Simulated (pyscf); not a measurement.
Four-centre exchange: `[ClH]` + `[F][Ga]([Cl])[Cl]` → `[F][Cl]` + `[Cl][GaH][Cl]`

Gas phase, singlet surface, charge 0. Bonds broken: Cl1–H6, Ga2–F5. Bonds formed: Cl1–F5, Ga2–H6. PySCF, gas phase, ωB97X-D3(BJ)/def2-SVP geometries.

Transition state (Å):

```xyz
6

Cl     1.5998    -0.0218     1.1518
Ga    -0.2916     1.0030    -0.9661
Cl    -1.1429     2.9431    -0.7479
Cl    -0.9628    -0.2845    -2.5243
F     -0.3170     0.0598     0.7504
H      1.3026     0.8443    -0.5104
```

One imaginary mode, 1157i cm⁻¹; descent along it reached the two sides named, in the forms told below.

```csv
bond,change,reactant side (Å),saddle,product side
Cl1–H6,breaks,1.293,1.898,3.7
Ga2–F5,breaks,1.744,1.959,2.316
Cl1–F5,forms,3.3,1.960,1.663
Ga2–H6,forms,2.8,1.666,1.546
```

Electronic energies relative to the separated reactants (eV):

```csv
level,barrier,reaction energy,reverse barrier
ωB97X-D3(BJ)/def2-TZVP,4.99,+3.74,1.25
PBE/def2-TZVP,4.14,+3.53,0.61
r²SCAN/def2-TZVP,4.45,+3.78,0.67
B3LYP-D3(BJ)/def2-TZVP,4.56,+3.64,0.91
PBE0-D3(BJ)/def2-TZVP,4.72,+3.71,1.01
M06-2X/def2-TZVP,5.09,+3.89,1.20
ωB97M-D3(BJ)/def2-TZVP,4.95,+3.70,1.25
HF/def2-TZVP,6.31,+4.05,2.26
```

With ωB97M-D3(BJ)/def2-TZVP energies and thermal terms (ideal gas, 1 atm, RRHO with modes under 100 cm⁻¹ raised to 100, one conformer, R ln 2 for chiral ones without a mode under 150 cm⁻¹), in eV:

```csv
T (K),ΔH‡,ΔG‡,ΔH,ΔG
298,4.89,5.32,+3.67,+3.65
600,4.90,5.74,+3.66,+3.63
900,4.92,6.16,+3.66,+3.62
1200,4.94,6.57,+3.67,+3.60
```

On the reactant side the descent ends in an adduct with a Cl–Ga contact, 0.47 eV under the separated species and 5.46 eV under the saddle at ωB97X-D3(BJ)/def2-TZVP. On the product side the descent ends in a complex, 0.20 eV under the separated species and 1.45 eV under the saddle at ωB97X-D3(BJ)/def2-TZVP. The same reactants have a lower exit, to Cl–Ga(Cl)–Cl + HF (barrier -0.22 eV at ωB97M-D3(BJ)/def2-TZVP, against +4.95 eV here). One saddle was located; it need not be the lowest between these sides. One closed-shell reference is unstable to symmetry breaking; treat the single-reference values with care. Elements up to Kr have no core potential and no relativistic terms here.
